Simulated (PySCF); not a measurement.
**Basis-set dependence of population analyses: `C=CC(=O)CC`**

Species: C5H8O.
Structure used (PBE0-D3(BJ)/def2-SVP), in Å, numbered top down from 1:
```
atom  x, y, z in Å
C1    -2.3644    0.0333    0.6924
C2    -1.5182   -0.9559    0.3899
C3    -0.0409   -0.8293    0.2697
O4     0.6244   -1.8142    0.0303
C5     0.5981    0.5327    0.4471
C6     2.1073    0.4986    0.3110
H7    -3.4405   -0.1437    0.7680
H8    -2.0221    1.0555    0.8769
H9    -1.8806   -1.9734    0.2114
H10    0.2948    0.9295    1.4316
H11    0.1459    1.2172   -0.2922
H12    2.4045    0.1062   -0.6719
H13    2.5356    1.5044    0.4285
H14    2.5562   -0.1610    1.0674
```

PBE0 throughout (PySCF), one geometry, spherical d and f functions. The structure is a single PBE0-D3(BJ)/def2-SVP conformer in the gas phase; no vibrational or solvent corrections. The first 7 of 11 kinds of atom are listed.

Mulliken charges (e):

```tsv
basis	functions	C1	C2	C3	O4	C5	C6	H7
STO-3G	38	-0.157	-0.102	+0.155	-0.190	-0.164	-0.231	+0.090
6-31G	70	-0.342	-0.140	+0.345	-0.420	-0.417	-0.480	+0.180
pcSseg-0	70	-0.377	-0.268	+0.341	-0.468	-0.581	-0.614	+0.241
6-31G*	100	-0.382	-0.165	+0.433	-0.430	-0.444	-0.519	+0.192
def2-SVP	124	-0.048	-0.060	+0.059	-0.220	-0.131	-0.045	+0.069
cc-pVDZ	124	-0.001	-0.074	+0.074	-0.220	-0.145	-0.054	+0.060
pcSseg-1	142	-0.124	-0.218	+0.216	-0.362	-0.328	-0.243	+0.139
6-311+G(2d,p)	210	-0.262	-0.085	+0.446	-0.436	-0.193	-0.651	+0.139
aug-cc-pVDZ	210	+0.293	+1.411	+0.255	-0.611	+0.233	+0.397	-0.403
def2-TZVP	234	-0.225	-0.170	+0.215	-0.299	-0.223	-0.348	+0.143
IGLO-III	290	-0.213	-0.122	+0.374	-0.412	-0.275	-0.322	+0.128
cc-pVTZ	292	-0.244	-0.114	+0.213	-0.275	-0.199	-0.298	+0.136
pcSseg-2	328	-0.042	-0.143	+0.312	-0.391	-0.049	-0.041	+0.067
```

IAO charges (e):

```
        basis  functions      C1      C2      C3      O4      C5      C6      H7
       STO-3G         38  -0.241  -0.179  +0.178  -0.180  -0.295  -0.391  +0.142
        6-31G         70  -0.277  -0.183  +0.333  -0.387  -0.312  -0.428  +0.166
     pcSseg-0         70  -0.262  -0.188  +0.321  -0.371  -0.320  -0.418  +0.162
       6-31G*        100  -0.266  -0.183  +0.368  -0.406  -0.303  -0.408  +0.160
     def2-SVP        124  -0.261  -0.181  +0.363  -0.401  -0.298  -0.397  +0.157
      cc-pVDZ        124  -0.271  -0.184  +0.367  -0.401  -0.303  -0.407  +0.161
     pcSseg-1        142  -0.270  -0.184  +0.370  -0.413  -0.305  -0.406  +0.162
6-311+G(2d,p)        210  -0.278  -0.186  +0.378  -0.424  -0.310  -0.421  +0.166
  aug-cc-pVDZ        210  -0.279  -0.186  +0.377  -0.423  -0.308  -0.419  +0.166
    def2-TZVP        234  -0.278  -0.187  +0.380  -0.422  -0.310  -0.421  +0.165
     IGLO-III        290  -0.280  -0.187  +0.379  -0.424  -0.311  -0.422  +0.166
      cc-pVTZ        292  -0.279  -0.187  +0.379  -0.419  -0.311  -0.422  +0.165
     pcSseg-2        328  -0.278  -0.187  +0.379  -0.423  -0.310  -0.421  +0.166
```

Which scheme is steadiest as the basis changes?

Largest range over the bases for any column: IAO 0.24 e, Mulliken 1.68 e. IAO charges move least and Mulliken charges most, counted in e. Without the minimal STO-3G basis the ranges are IAO 0.06, Mulliken 1.68 e.

How much do the charges still move between the two largest bases, cc-pVTZ and pcSseg-2?

At most, over all atoms: Mulliken 0.258 e, IAO 0.004 e.

What do the same runs give for the total energy, the frontier levels and the dipole moment?

```
        basis  energy (Eh)  HOMO (eV)  LUMO (eV)  μ (D)
       STO-3G    -266.8359      -4.13       1.50   1.81
        6-31G    -270.1491      -7.11      -1.42   3.21
     pcSseg-0    -269.6033      -7.33      -1.66   3.23
       6-31G*    -270.2208      -7.04      -1.32   2.96
     def2-SVP    -270.0305      -7.22      -1.54   2.97
      cc-pVDZ    -270.2435      -7.12      -1.44   2.86
     pcSseg-1    -270.1967      -7.36      -1.67   3.12
6-311+G(2d,p)    -270.3056      -7.36      -1.73   3.18
  aug-cc-pVDZ    -270.2600      -7.33      -1.72   3.16
    def2-TZVP    -270.3268      -7.33      -1.67   3.11
     IGLO-III    -270.3339      -7.35      -1.72   3.15
      cc-pVTZ    -270.3199      -7.29      -1.62   3.04
     pcSseg-2    -270.3277      -7.36      -1.72   3.18
```

The dipole is fixed by the density alone, so its range of 1.42 D shows that the density itself changes with the basis, not only its division among atoms.
